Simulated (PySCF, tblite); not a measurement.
# C2H8O2, a complex of two parts: NMR shifts, interaction energy, spin-spin couplings and core binding energies

Wanted: the NMR shifts, interaction energy, spin-spin couplings and core binding energies for `O` with `COC`.

Computed with tblite 0.8.0 and PySCF 2.14.0; each step states its level. No surroundings beyond the atoms listed, unless a continuum is named. Atoms count from 0, parts from 1.

## (1) Starting point

12 atoms, charge 0, multiplicity 1; geometry: rigid parts in contact. Parts: 1 = atoms 0–2, `O`, charge 0; 2 = atoms 3–11, `COC`, charge 0.

## (2) Search for minima with GFN2-xTB

What the job is given:

```
{"job": {"kind": "dock", "xc": "GFN2-xTB", "basis": "xTB"}, "charge": 0, "multiplicity": 1, "parts": [{"atoms": "0-2", "charge": 0, "multiplicity": 1}, {"atoms": "3-11", "charge": 0, "multiplicity": 1}]}
O      0.004847     0.379315    -0.003515
H      0.769699    -0.199544    -0.000610
H     -0.774546    -0.179770     0.004125
C      3.086016     1.298784     0.262249
O      2.840659     0.495523    -0.862256
C      2.416896     1.233866    -1.978141
H      2.177323     1.824089     0.583545
H      3.419314     0.634041     1.056445
H      3.866293     2.042850     0.057161
H      2.249179     0.519405    -2.781244
H      1.484667     1.774005    -1.768724
H      3.179886     1.959329    -2.288369
```

Method: GFN2-xTB search for minima from random contacts, gas phase.

The run is started by

```sh
> OMP_NUM_THREADS=1 python cluster_run.py task.json out
```

This one command runs all jobs of the session in turn.

**Question.** The jobs that follow are: PBE0-D3(BJ)/def2-SVPD geometry optimisation, gas phase; GIAO PBE0/pcSseg-2 NMR shielding, non-relativistic, gas phase; wB97M-D3(BJ)/def2-TZVPD interaction energy, counterpoise and uncorrected, gas phase; PBE0-D3(BJ)/def2-TZVPD interaction energy, counterpoise and uncorrected, gas phase; MP2/def2-TZVPD interaction energy, counterpoise and uncorrected, gas phase; B3LYP/pcJ-1 indirect spin-spin coupling, non-relativistic, gas phase; delta-SCF UKS SCAN, pcX-2 on the ionised atom, pcseg-1 elsewhere, spin-free X2C. Predict: binding energy (GFN2-xTB); point group; rotational constants (main isotopes); shieldings of C, H, O (PBE0/pcSseg-2, a mean where the table joins atoms); largest proton shift on binding; interaction energy, counterpoise (wB97M-D3(BJ)/def2-TZVPD); superposition error; binding energy (with deformation); largest coupling of the table (B3LYP/pcJ-1); O1s binding energies, SCAN/pcX-2; C1s binding energies, SCAN/pcX-2.

The runs gave:

| quantity | value |
| --- | --- |
| binding energy (GFN2-xTB) | -4.79 kcal/mol |
| point group | Cs |
| rotational constants (main isotopes) | 9.37, 3.57, 2.77 GHz |
| shieldings of C, H, O (PBE0/pcSseg-2, a mean where the table joins atoms) | C3 121.8, H1 27.1, H7 27.6, H6 28.2, H8 28.2, H2 31.6, O4 325.8, O0 330.5 ppm |
| largest proton shift on binding | H1, +3.71 ppm |
| interaction energy, counterpoise (wB97M-D3(BJ)/def2-TZVPD) | -5.66 kcal/mol |
| superposition error | 0.10 kcal/mol |
| binding energy (with deformation) | -5.68 kcal/mol |
| largest coupling of the table (B3LYP/pcJ-1) | 1J(C,H) C3–H7, 151.7 Hz |
| O1s binding energies, SCAN/pcX-2 | O4 539.02, O0 538.33 eV |
| C1s binding energies, SCAN/pcX-2 | C3 292.55 eV |
| range of the interaction energy over the runs of this table | -5.93 to -5.37 kcal/mol |

**Reading.** At its xTB geometry the search ends with the contact H1···O4 (hydrogen bond, 1.92 Å); 6 starts can't prove it the lowest minimum. A later relaxation moves these distances. The optimisation took 4 steps and gained 0.116 eV; among the close pairs (by a distance rule), C3–H8 changed most, from 1.058 to 1.104 Å. At PBE0/pcSseg-2: The widest tensor belongs to C3, C5: span 91 ppm, with a paramagnetic part of -116 ppm. On binding (GIAO PBE0/pcSseg-2 NMR shielding, non-relativistic, gas phase), H1 moves most among the protons, 3.71 ppm downfield. The attractive terms split as electrostatic 65 %, orbital 28 %, dispersion 8 %, against 10.65 kcal/mol of Pauli repulsion. A part with a negative deformation was relaxed at another level. Of the pairs tabulated at B3LYP/pcJ-1, C3–H7 (mean over like pairs) couples most strongly (151.7 Hz; Fermi contact 150.6 Hz). O4 (oxygen bonded to 2 C) binds its O1s electron 0.69 eV more tightly than O0 (oxygen bonded to 2 H). Binding moves the O1s level of O0 by -1.43 eV. The interaction energy runs from -5.93 (PBE0-D3(BJ)/def2-TZVPD) to -5.37 kcal/mol (MP2/def2-TZVPD).
